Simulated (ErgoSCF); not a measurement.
**SiH3O (SMILES [O][SiH3]) at 4 levels**

Wanted: a comparison of 4 runs (UHF/STO-3G, UHF/3-21G, UHF/def2-SVP, UPBE0/def2-SVP) of SiH3O. 

Program for the calculation: ErgoSCF 3.8.

6 further runs of the same task are left out: 6 that didn't finish.

### Step 1. The structure to begin with

SiH3O has 5 atoms, charge 0, and is taken as a doublet. As SMILES, `[O][SiH3]`. The shape is that of a GFN2-xTB optimisation.

Bond lengths: O1–Si2 1.530 Å, Si2–H3 1.490 Å, Si2–H4 1.494 Å, Si2–H5 1.496 Å. Angles: O1–Si2–H3 115.3°, O1–Si2–H4 114.5°, O1–Si2–H5 114.3°, H3–Si2–H4 104.6°, H3–Si2–H5 104.2°, H4–Si2–H5 102.6°.

### Step 2. The energy at UHF/STO-3G (run 1)

run.inp

```
set_nthreads(1)
molecule_inline Angstrom
O     -1.416610     0.267850     0.690210
Si    -0.065850     0.007840     0.019870
H     -0.120650    -0.242400    -1.447490
H      0.685890    -1.159260     0.572930
H      0.917210     1.125960     0.164480
EOF
tmpdir = "."
scf.max_number_of_iterations = 120
scf.output_mulliken_pop = 1
charge = 0
scf.use_diagonalization = 1
basis = "STO-3G"
spin_polarization = 1
run "HF"
```

The basis set STO-3G is read from a file made from the Basis Set Exchange's data (not shown).

Command:

```bash
$ ergo run.inp
```

The log of the run:

```text
[...]
INSC SCF_general constructor, number of basis functions: 17
[...]
INSC Energy   1 =       -315.18648783511
[...]
INDE E_LUMO =          0.27726525156
[...]
INSC Energy  26 =       -361.13090444613  ( diff     -0.000000000035641 )
[...]
RESC CONVERGED after  26 iterations.
RESC FINAL ENERGY:       -361.13090444613
RESC FINAL <S2> =          0.75558707428
[...]
INSC SCF: dipole_moment_x [atomic units] =       0.19657373
INSC SCF: dipole_moment_y [atomic units] =      -0.01968891
INSC SCF: dipole_moment_z [atomic units] =      -0.05276790
[...]
```

It took 1.4 s on 1 thread of Intel Xeon 6975P-C (Granite Rapids), shared host; peak memory 0.26 GiB.

### Step 3. The energy at UHF/3-21G (run 2)

job.ego

```
# HF on H3OSi
set_nthreads(1)
molecule_inline Angstrom
O  -1.416610 0.267850 0.690210
Si -0.065850 0.007840 0.019870
H  -0.120650 -0.242400 -1.447490
H  0.685890 -1.159260 0.572930
H  0.917210 1.125960 0.164480
EOF
scf.use_diagonalization = 1
basis = "3-21G"
tmpdir = "."
scf.max_number_of_iterations = 120
spin_polarization = 1
scf.output_mulliken_pop = 1
run "HF"
```

The basis set 3-21G is read from a file made from the Basis Set Exchange's data (not shown).

Command:

```bash
$ ergo job.ego
```

The log of the run:

```text
[...]
INSC SCF_general constructor, number of basis functions: 28
[...]
INSC Energy   1 =       -230.84913860774
[...]
INDE E_LUMO =          0.03815833003
[...]
INSC Energy  23 =       -363.52044457593  ( diff     -0.000000000394550 )
[...]
RESC CONVERGED after  23 iterations.
RESC FINAL ENERGY:       -363.52044457593
RESC FINAL <S2> =          0.75788848789
[...]
INSC SCF: dipole_moment_x [atomic units] =       0.38059787
INSC SCF: dipole_moment_y [atomic units] =      -0.04346004
INSC SCF: dipole_moment_z [atomic units] =      -0.10964889
[...]
```

It took 1.5 s on 1 thread of Intel Xeon 6975P-C (Granite Rapids), shared host; peak memory 0.26 GiB.

Run 3 isn't shown in full; the table further down has it.

### Step 4. A single-point energy at UPBE0/def2-SVP (run 4)

mol.xyz

```xyz
5

O     -1.416610     0.267850     0.690210
Si    -0.065850     0.007840     0.019870
H     -0.120650    -0.242400    -1.447490
H      0.685890    -1.159260     0.572930
H      0.917210     1.125960     0.164480
```

run.inp

```
set_nthreads("env")
molecule "mol.xyz"
basis = "def2-SVP"
XC.angint = 41
XC.radint = 1e-11
scf.use_diagonalization = 1
scf.max_number_of_iterations = 120
charge = 0
tmpdir = "."
scf.output_mulliken_pop = 1
XC.sparse_mode = 0
spin_polarization = 1
run "PBE0"
```

The basis set def2-SVP is read from a file made from the Basis Set Exchange's data (not shown).

Command:

```bash
$ ergo run.inp
```

The log of the run:

```text
[...]
INDF Weighted mixed functional:
[...]
INSC Energy   1 =       -160.50607139291
[...]
INDE E_LUMO =         -0.19850040923
[...]
INSC Energy  26 =       -366.07672682784  ( diff     -0.000000000010061 )
[...]
RESC CONVERGED after  26 iterations.
RESC FINAL ENERGY:       -366.07672682784
RESC FINAL <S2> =          0.75708949826
[...]
INSC SCF: dipole_moment_x [atomic units] =       0.49251551
INSC SCF: dipole_moment_y [atomic units] =      -0.03570023
INSC SCF: dipole_moment_z [atomic units] =      -0.09532700
[...]
```

Run time: 14 s. Hardware: 1 thread of Intel Xeon 6975P-C (Granite Rapids), shared host; peak memory 0.26 GiB.

### Step 5. All runs side by side

```csv
run,level,integration grid,radint,energy (Eh),dipole moment (D),⟨S²⟩,wall time
1,UHF/STO-3G,–,–,-361.130904,0.52,0.756,1.4 s
2,UHF/3-21G,–,–,-363.520445,1.01,0.758,1.5 s
3,UHF/def2-SVP,–,–,-365.337472,0.59,0.758,14 s
4,UPBE0/def2-SVP,Turbo,1e-11,-366.076727,1.28,0.757,14 s
```

### Step 6. Outcome

```
            quantity          value
 run 4: total energy  -366.07673 Eh
run 4: dipole moment         1.28 D
         run 4: ⟨S²⟩          0.757
```

What this shows: The dipole moment (its size) runs from 0.52 D (UHF/STO-3G) to 1.28 D (UPBE0/def2-SVP). The two ends differ in method and basis. In run 1 the basis is minimal, so the values are rough. All runs together took 31 s, the longest 14 s.
